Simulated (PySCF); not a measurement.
Species: 2-methyl-1-pentene, C6H12.
Structure used (GFN2-xTB), in Å, numbered top down from 1:
```xyz
18
C6H12 angstrom
C     -1.069    1.572    0.717
C     -0.948    0.298    0.380
C     -1.899   -0.367   -0.569
C      0.150   -0.571    0.930
C      1.201   -0.944   -0.124
C      1.916    0.282   -0.674
H     -1.855    2.193    0.321
H     -0.389    2.048    1.403
H     -2.696    0.311   -0.860
H     -1.377   -0.691   -1.469
H     -2.339   -1.250   -0.107
H      0.647   -0.051    1.751
H     -0.289   -1.491    1.327
H      1.930   -1.614    0.336
H      0.725   -1.488   -0.942
H      2.650   -0.007   -1.424
H      2.431    0.814    0.124
H      1.203    0.964   -1.133
```

Method: TDDFT wB97X-D/def2-SVPD, vertical, gas phase, core orbitals frozen in the response (PySCF).

Transition dipole moments from the ground state, in atomic units and in the frame of the coordinates above (overall signs are arbitrary), for the states with f of 0.002 or more among the lowest 7:

```tsv
state	E (eV)	μx	μy	μz
S1	7.138	0.326	-0.965	-0.406
S2	7.284	-0.011	0.941	0.130
S3	8.102	-0.154	-0.024	0.170
S4	8.116	0.086	0.208	-0.141
S5	8.344	0.017	0.066	0.290
S6	8.637	-0.266	0.217	0.129
S7	8.789	-0.127	-0.075	0.049
```

(1) Work out the oscillator strengths.

(2) Which bond between heavy atoms lies closest to the direction of the S1 transition dipole?

(3) What angle do the transition dipoles of S1 and S6 make?

(4) How is the summed strength of these states shared among x, y and z?

(5) What peak molar absorption coefficient would the strongest computed level give as a lone Gaussian band 0.3 eV wide at half height?

## Answers

(1) f = (2/3) ΔE |μ|² with ΔE in hartree (27.2114 eV).

| state | \|μ\|² (au) | \|μ\| (D) | f |
| --- | --- | --- | --- |
| S1 | 1.202 | 2.79 | 0.210 |
| S2 | 0.901 | 2.41 | 0.161 |
| S3 | 0.053 | 0.59 | 0.011 |
| S4 | 0.071 | 0.68 | 0.014 |
| S5 | 0.089 | 0.76 | 0.018 |
| S6 | 0.135 | 0.93 | 0.029 |
| S7 | 0.024 | 0.39 | 0.005 |

(2) C1–C2, at 14° from it; next C4–C5 at 48°.

(3) |cos θ| = |μa·μb| / (|μa| |μb|) = 0.87, so θ ≈ 30° (taken between 0 and 90°, since the signs are arbitrary).

(4) (2/3) Σ ΔE μα² gives 0.043 for x, 0.342 for y and 0.063 for z, 0.448 in all.

(5) ε(max) = 2.175×10⁸ f / FWHM, with the width in cm⁻¹. S1: 2.175×10⁸ × 0.2102 / 2420 ≈ 19000 L mol⁻¹ cm⁻¹.

One conformer stands for the species.
